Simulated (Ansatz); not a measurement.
# Scan of [OH···H···CH2], triplet

Starting geometry:

```xyz
6

O    -1.1967   -0.0291    0.0000
H    -1.4460    0.8974    0.0000
H    -0.2371   -0.0291    0.0000
C     1.4263   -0.0291    0.0000
H     1.8408   -0.0291    0.9962
H     1.8408   -0.0291   -0.9962
```

From there H3 is moved from one fragment to the other while all else, the fragments' distance too, stays fixed, so the hump isn't the reaction's barrier; atoms are numbered as listed. Energies are in kJ/mol, counted from the starting geometry at the same level. Kohn–Sham curves are unrestricted where that lies lower.

Basis cc-pVDZ; Ansatz 0.2.0. Correlated methods freeze the noble-gas cores. R marks a restricted (for open shells ROHF) determinant, U an unrestricted one.

Full CI isn't at hand for all of this; UCCSDT(Q) serves as the reference, and is uncertain by about the last step of the cluster series. The frozen core follows each run's orbitals, which can shift R against U totals by a few meV.

```tsv
distance O1-H3 (Å)	UCCSDT(Q)	curve A	curve B	curve C	curve D
0.892	16.1	15.9	6.7	18.0	15.2
0.960	0.0	0.0	0.0	0.0	0.0
1.041	8.2	8.6	20.0	5.0	9.9
1.123	29.0	29.6	51.5	22.0	32.9
1.205	48.0	48.9	75.4	37.9	51.5
1.287	56.1	57.0	77.1	44.8	71.5
1.369	51.9	52.5	58.2	41.8	77.9
1.451	42.0	42.2	33.0	34.6	65.0
1.533	38.1	38.0	16.1	33.2	57.7
```

The curves come from BCCD(T), RMP2, UHF, wB97M-V. Compare each with UCCSDT(Q) and say which is which.

A: BCCD(T), B: UHF, C: wB97M-V, D: RMP2. Spread of the error against UCCSDT(Q), over the points where both stand: A 1.1, B 49.4, C 13.3, D 26.8 kJ/mol. 

In so small a basis the reference is far from its limit while semilocal and hybrid functionals are nearer theirs, so the functionals' errors here hold much of the reference's basis and frozen-core error, which can add to them or hide them.
